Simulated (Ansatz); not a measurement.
## H3Ge–BH2, triplet: vertical spin and charge gaps

Geometry (PBE0/def2-TZVP stationary point for this spin, not checked as a minimum):

```yaml
atoms:
  - { symbol: Ge, position_ang: [-0.0092, 0.0000, 0.3056] }
  - { symbol: B, position_ang: [0.1338, 0.0000, -1.8952] }
  - { symbol: H, position_ang: [0.7100, -1.2821, 0.7492] }
  - { symbol: H, position_ang: [0.7100, 1.2821, 0.7492] }
  - { symbol: H, position_ang: [-1.4876, 0.0000, 0.7272] }
  - { symbol: H, position_ang: [-0.3540, -1.0970, -1.9610] }
  - { symbol: H, position_ang: [-0.3540, 1.0970, -1.9610] }
```

Basis cc-pVDZ; Ansatz 0.2.0. Correlated methods freeze the noble-gas cores and the filled d shells of p-block atoms. R marks a restricted (for open shells ROHF) determinant, U an unrestricted one. No spin–orbit coupling is included, and no scalar relativity.

Gaps are energies of the second state less the first, at fixed atoms, for a selection of the levels run; each method lands on the state that its own search finds for that charge and spin.

For open shells CISD is restricted-active-space CI with the open shells as a complete middle space.

Task: PBE gives 7.891 eV for removing an electron, to the doublet. Estimate what UCCSDT(Q) gives in cc-pVDZ.

Result: UCCSDT(Q) in cc-pVDZ gives 7.820 eV, so against it PBE is off by 0.071 eV, of which a good part can be the reference's own basis and frozen-core error.

| level | gap (eV) | error (meV) |
| --- | --- | --- |
| UHF | 7.431 | -389 |
| UMP2 | 7.811 | -9 |
| CISD | 7.762 | -58 |
| UCCSD | 7.804 | -16 |
| UCCSD(T) | 7.819 | -1 |
| BCCD(T) | 7.818 | -2 |
| UCCSDT | 7.819 | -1 |
| r2SCAN | 8.042 | 222 |
| PBE0 | 7.957 | 137 |
| B3LYP | 7.858 | 38 |
| wB97M-V | 7.766 | -54 |
| B2PLYP | 7.771 | -49 |
| RPA-PBE | 7.950 | 130 |

Singlet less triplet: -0.940 eV at UCCSDT(Q).

| level | gap (eV) | error (meV) |
| --- | --- | --- |
| UHF | -0.446 | 494 |
| UMP2 | -0.887 | 53 |
| CISD | -0.839 | 101 |
| UCCSD | -0.919 | 21 |
| UCCSD(T) | -0.939 | 1 |
| BCCD(T) | -0.941 | -1 |
| UCCSDT | -0.938 | 2 |
| PBE | -0.870 | 70 |
| r2SCAN | -0.716 | 224 |
| PBE0 | -0.860 | 80 |
| B3LYP | -0.996 | -56 |
| BHLYP | -0.986 | -46 |
| wB97M-V | -1.115 | -175 |
| B2PLYP | -0.997 | -57 |
| RPA-PBE | -0.973 | -33 |

In so small a basis the reference is far from its limit while semilocal and hybrid functionals are nearer theirs (RPA and double hybrids share part of the reference's basis error), so the functionals' errors here hold much of the reference's basis and frozen-core error, which can add to them or hide them.

Full CI isn't at hand for all of this; UCCSDT(Q) serves as the reference, and is uncertain by the last step of the cluster series or more. The frozen core follows each run's orbitals, which can shift R against U totals by a few meV for light atoms and by up to 0.1 eV past Ca.
